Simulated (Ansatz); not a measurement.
GeH4, singlet: vertical spin and charge gaps

Geometry (PBE0/def2-TZVP stationary point for this spin, not checked as a minimum):

```
atom    x (Å)    y (Å)    z (Å)
  Ge   0.0000   0.0000   0.0000
   H   0.8843   0.8872   0.8860
   H  -0.8879  -0.8840   0.8857
   H  -0.8838   0.8845  -0.8892
   H   0.8874  -0.8877  -0.8825
```

Basis cc-pVDZ; Ansatz 0.2.0. Only valence electrons are correlated (noble-gas cores and the filled d shells of p-block atoms frozen). Prefix R: restricted or restricted open-shell reference; prefix U: unrestricted. Active spaces: valence = (8e, 8o) chosen from the atoms' valence shells. No spin–orbit coupling is included, and no scalar relativity.

Gaps are energies of the second state less the first, at fixed atoms, for a selection of the levels run; each method lands on the state that its own search finds for that charge and spin.

Coupled cluster chose its determinant by a search with trial CCSD, here up to 0.37 eV above the lowest Hartree–Fock solution of its kind. The largest doubles amplitude grows up the series, to 0.28: the determinant mixes near-degenerate terms, and the last step may understate the doubt.

Q: PBE gives 8.111 eV for triplet less singlet. Estimate what UCCSDTQ gives in cc-pVDZ.

A: UCCSDTQ in cc-pVDZ gives 8.699 eV, so against it PBE is off by -0.588 eV, of which a good part can be the reference's own basis and frozen-core error.

| level | gap (eV) | error (meV) |
| --- | --- | --- |
| UHF | 8.450 | -249 |
| UCCSD | 8.759 | 60 |
| UCCSD(T) | 8.731 | 32 |
| BCCD(T) | 8.735 | 36 |
| UCCSDT(Q) | 8.705 | 6 |
| MRCISD (valence space) | 8.761 | 62 |
| MRCISD+Q (valence space) | 8.755 | 56 |
| PBE0 | 8.325 | -374 |
| B2PLYP | 8.566 | -133 |

Q: PBE gives 11.864 eV for removing an electron, to the doublet. Estimate what full CI gives in cc-pVDZ.

A: Full CI in cc-pVDZ gives 12.305 eV, so against it PBE is off by -0.441 eV, of which a good part can be the reference's own basis and frozen-core error.

| level | gap (eV) | error (meV) |
| --- | --- | --- |
| CISDTQ | 12.301 | -4 |
| RCCSDTQ | 12.305 | 0 |
| CASSCF (valence space) | 11.662 | -643 |
| NEVPT2 (valence space) | 12.068 | -237 |
| MRCISD (valence space) | 12.268 | -37 |
| MRCISD+Q (valence space) | 12.309 | 4 |
| r2SCAN | 12.051 | -254 |
| B3LYP | 12.165 | -140 |
| B2PLYP | 12.264 | -41 |
| RPA-PBE | 11.665 | -640 |

In so small a basis the reference is far from its limit while semilocal and hybrid functionals are nearer theirs (RPA and double hybrids share part of the reference's basis error), so the functionals' errors here hold much of the reference's basis and frozen-core error, which can add to them or hide them.

The reference is named with each gap: full CI where it ran, else the highest cluster level, uncertain by about the last step of the series. The frozen core follows each run's orbitals, which can shift R against U totals by a few meV for light atoms and by up to 0.1 eV past Ca.
